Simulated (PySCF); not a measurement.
# Which basis set comes closest?

Molecule: Hydrogen peroxide, H₂O₂.

Molfile (atoms numbered from 1):
```
H2O2
     RDKit          3D

  4  3  0  0  0  0  0  0  0  0999 V2000
   -0.6674    0.1671    0.2204 O   0  0  0  0  0  0  0  0  0  0  0  0
    0.6665    0.2705   -0.2504 O   0  0  0  0  0  0  0  0  0  0  0  0
   -1.0658   -0.3762   -0.4730 H   0  0  0  0  0  0  0  0  0  0  0  0
    1.1499   -0.1518    0.4726 H   0  0  0  0  0  0  0  0  0  0  0  0
  1  2  1  0
  1  3  1  0
  2  4  1  0
M  END
```

Geometry PBE0-D3(BJ)/def2-SVP throughout; GIAO in PySCF, gas phase, one conformer, non-relativistic; equivalent atoms averaged; functional PBE0.

Reference values (measured; water; Olsson, Cremer, J. Phys. Chem. 1996, 100, 16881): δ(O1/O2) = 210.1 ppm vs H2O (gas). Computed shifts are taken against H2O, calculated as an isolated molecule at each level.

Q: How do the basis sets STO-3G, 6-31G, pcSseg-0, 6-31G*, def2-SVP, cc-pVDZ, pcSseg-1, aug-cc-pVDZ, 6-311+G(2d,p), def2-TZVP, cc-pVTZ, IGLO-III, pcSseg-2, pcSseg-3 perform against the reference? Times are CPU seconds on shared hosts with different chips, so compare them loosely.

A: 
```tsv
basis set	functions	O1/O2	abs. error O	core-s
STO-3G	12	142.5	67.6	0.44
6-31G	22	180.8	29.3	0.76
pcSseg-0	22	221.7	11.6	0.7
6-31G*	32	169.1	41.0	0.86
def2-SVP	38	186.6	23.5	0.91
cc-pVDZ	38	191.6	18.5	1
pcSseg-1	44	202.3	7.8	1
aug-cc-pVDZ	64	180.5	29.6	1.4
6-311+G(2d,p)	66	186.0	24.1	1.3
def2-TZVP	74	192.6	17.5	1.5
cc-pVTZ	88	193.4	16.7	1.9
IGLO-III	90	192.8	17.3	1.9
pcSseg-2	100	192.6	17.5	1
pcSseg-3	210	192.0	18.1	7.4
```

For ¹⁷O the closest is pcSseg-1 (7.8 ppm) and the furthest STO-3G (67.6 ppm). Where a smaller basis beats a larger one, errors probably cancel; the largest sets show where the functional converges. One molecule is a small sample, and vibrational and solvent effects are absent from the calculation.

A small basis that lands close on one nucleus may do so by chance; judge by the trend and by all nuclei.
